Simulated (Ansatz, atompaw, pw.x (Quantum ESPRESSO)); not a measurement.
**From atom to crystal: PAW (atompaw) potential for boron**

```
Element                 : boron
Generator               : atompaw 4.2.0.5
Type                    : PAW
Functional              : LDA (PW92)
Relativity              : scalar-relativistic
Frozen core             : [He]
Valence charge          : 3
Reference configuration : 2s2 2p1
Partial waves           : 2s (bound); 2s channel at 0.45 Ry; 2p (bound); 2p channel at 3.1 Ry; 3d channel at -0.2 Ry
Local potential         : troulliermartins scheme with l = 3 at 0.5 Ry, radius 2.85 bohr
Core correction         : smooth core density matched at 3.00 bohr
Augmentation charge     : gaussian compensation charge, radius 2.65 bohr; PAW radius 3.00 bohr; waves and projectors: bloechl
```

Atomic tests: cutoffs needed: 8 Ry and 12 Ry (the cutoffs (Ry, on a coarse ladder) from which the occupation-weighted sum of valence levels, in a spherical-Bessel basis at the reference potential, stays within 10 and 1 mRy of its value at 400 Ry); ghost test: no extra level below or beside the all-electron valence levels (s, p, d, f tested) (spherical-Bessel basis up to 400 Ry, 20 bohr box); lowest eigenvalue of the overlap operator: 0.70 (s channel).

Crystal test: sc B in pw.x 7.5, no spin, 17³ k-points, Fermi–Dirac smearing 0.01 Ry, cutoffs 40/400 Ry. The reference is all-electron LAPW (Ansatz 0.2.0) with the same functional, mesh and smearing; V0 and B0 come from Birch–Murnaghan fits to the pressures at five volumes. Errors are pseudo minus all-electron; Δ is the rms difference of the E(V) curves that follow from these fits, minima aligned, over ±6 % about the mean V0. Mesh and smearing are coarse, so the numbers serve the comparison and aren't converged zero-temperature values; the lattice is a test structure that the element need not adopt.

```
V (Å³/atom)  P all-electron (GPa)  P pseudo (GPa)
      6.193                 12.68           24.22
      6.356                  5.37           16.00
      6.519                 -1.14            8.66
      6.682                 -6.94            2.11
      6.845                -12.11           -3.74
```

All-electron: a0 = 1.865 Å (V0 = 6.49 Å³/atom), B0 = 249.7 GPa.

Pseudopotential: mean pressure error (GPa): +9.87; a0 (Å): 1.889; a0 error (%): +1.27; B0 error (%): -1.5; Δ (meV/atom): 13.5. The largest radius (3.00 bohr) exceeds half the bond length (1.77 bohr), so the spheres overlap, which is one possible source of error among others. This is a poor potential for the solid.

Problem. At the middle volume, how do free energy and pressure move when the wave cutoff is lowered (ecutrho held at 400 Ry)?

Solution.

```tsv
cutoff (Ry)	shift of F (meV/atom)	shift of P (GPa)
18	+4.9	-0.51
24	+0.4	-0.07
32	+0.0	+0.00
```

The run at the middle volume (165 k-points, 6 iterations) took about 5.3 s on one core of a shared host (Intel(R) Xeon(R) Platinum 8259CL CPU @ 2.50GHz, 96 threads, 755 GiB, load 76).
